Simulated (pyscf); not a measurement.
`[NH2][Ti]([OH])([F])[F]` → `[O]=[Ti]([F])[F]` + `[NH3]` (elimination; singlet surface; H–O, N–Ti broken, H–N formed). PySCF, gas phase, ωB97X-D3(BJ)/def2-SVP geometries. Energies in kcal/mol from the reactant's lowest minimum found.

| level | barrier | reaction energy |
|---|---|---|
| ωB97X-D3(BJ)/def2-TZVP | (withheld) | (withheld) |
| PBE/def2-TZVP | 25.8 | +39.4 |
| B3LYP-D3(BJ)/def2-TZVP | 30.8 | +43.6 |
| PBE0-D3(BJ)/def2-TZVP | (withheld) | +43.6 |
| M06-2X/def2-TZVP | 32.6 | +48.7 |
| ωB97M-D3(BJ)/def2-TZVP | 30.8 | +41.5 |

### Question
Some entries are withheld; supply them.

### Answer

- ωB97X-D3(BJ)/def2-TZVP, barrier: 30.7
- ωB97X-D3(BJ)/def2-TZVP, reaction energy: +43.2
- PBE0-D3(BJ)/def2-TZVP, barrier: 28.9

On the product side the descent ends in an adduct with a N–Ti contact, 44.7 kcal/mol under the separated species and 32.2 kcal/mol under the saddle at ωB97X-D3(BJ)/def2-TZVP. At ωB97X-D3(BJ)/def2-TZVP, PBE, B3LYP-D3(BJ), PBE0-D3(BJ), M06-2X, ωB97M-D3(BJ) the saddle lies under the separated products, which points to a path from their complex (located at ωB97X-D3(BJ) alone), and parting the products costs more than the saddle. What is counted as broken (N–Ti) persists as a longer contact in the product adduct; parting that adduct is a step of its own. At the saddle there is also a short H–Ti contact that neither side keeps. One saddle was located; it need not be the lowest between these sides.
